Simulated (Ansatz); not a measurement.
# BH3O (triplet): the correlation ladder at distance B1–H4 along a hydrogen transfer = 1.241 Å, cc-pVDZ

How much of the correlation energy of BH3O (triplet) does each wave-function method recover here?

Program: Ansatz 0.2.0, Gaussian basis. Level of theory: cc-pVDZ, core rule «outside noble gas», up to 2 orbitals frozen. These are calculated values, not measurements.

The runs, in order: UHF; CCSD(T) on ROHF; CCSD(T) on UHF; BCCD(T) on ROHF; CISD; CCSDT(Q) on ROHF; CCSDT(Q) on UHF; CASSCF and MRCISD+Q, 4 electrons in 4 orbitals; CASSCF and NEVPT2, 4 electrons in 4 orbitals.

17 further runs of the same task are left out: 9 for a known fault of the program, 2 for a mislabelled method, 5 that didn't finish, 1 set aside as unsound or not needed.

## (1) The geometry

The geometry derives from fragments relaxed apart (PBE0/def2-TZVP) and kept rigid, so it is no stationary point. A hydrogen atom is moved between rigid fragments.

5 atoms, charge 0, spin multiplicity 3.

Atoms are counted from 1 here; the program's logs count them from 0.

Bond lengths: B1–H2 1.193 Å, B1–H3 1.193 Å, B1–H4 1.241 Å. Angles: H2–B1–H3 120.0°, H2–B1–H4 120.0°, H3–B1–H4 120.0°.

## (2) UHF

in.yaml reads:

```yaml
crystal:
  periodic: [false, false, false]
  atoms:
    - {symbol: B, position_ang: [-1.350878, 0.000000, 0.000000]}
    - {symbol: H, position_ang: [-1.947612, 1.033571, 0.000000]}
    - {symbol: H, position_ang: [-1.947612, -1.033571, 0.000000]}
    - {symbol: H, position_ang: [-0.109878, 0.000000, 0.000000]}
    - {symbol: O, position_ang: [1.165122, 0.000000, 0.000000]}
basis:
  gaussian: {orbitals: cc-pVDZ}
magnetization: {spin_polarized: true, initial_magnetization: 2}
hamiltonian: {xc: hf}
output: {orbitals: {seedname: orbitals}}
```

Command:

```
> ansatz run in.yaml --threads 1 --pin off --events-out ev --progress --plain --max-ram 2393MiB
```

Further steps of the session: CCSD(T) on ROHF; CCSD(T) on UHF; BCCD(T) on ROHF; CISD; CCSDT(Q) on ROHF; CCSDT(Q) on UHF; CASSCF and MRCISD+Q, 4 electrons in 4 orbitals; CASSCF and NEVPT2, 4 electrons in 4 orbitals.

Before running them: what should the planned runs give, taken together? Wanted: UCCSDT(Q) below the RHF energy; RMP2 from UCCSDT(Q); UMP2 from UCCSDT(Q); RCCSD from UCCSDT(Q); RCCSD(T) from UCCSDT(Q); UCCSD(T) from UCCSDT(Q); RCCSDT(Q) from UCCSDT(Q); NEVPT2 pair from UCCSDT(Q); T1 diagnostic.

As calculated:

| quantity | value |
| --- | --- |
| UCCSDT(Q) below the RHF energy | -7.3647 eV |
| RMP2 from UCCSDT(Q) | +1238.6 meV |
| UMP2 from UCCSDT(Q) | +1232.3 meV |
| RCCSD from UCCSDT(Q) | +148.1 meV |
| RCCSD(T) from UCCSDT(Q) | +32.2 meV |
| UCCSD(T) from UCCSDT(Q) | +31.1 meV |
| RCCSDT(Q) from UCCSDT(Q) | +1.3 meV |
| NEVPT2 pair from UCCSDT(Q) | +1155.2 meV |
| levels within 1 kcal/mol (43 meV) | RCCSD(T), UCCSD(T), BCCD(T), RCCSDT, UCCSDT, RCCSDT(Q) |
| T1 diagnostic | 0.031 |

What this shows: RCCSD(T) misses by +32.2 meV, 0.4 % of the correlation energy. These misses are within one basis, not against nature; the frozen cores of restricted and unrestricted runs differ, which can shift their rows.
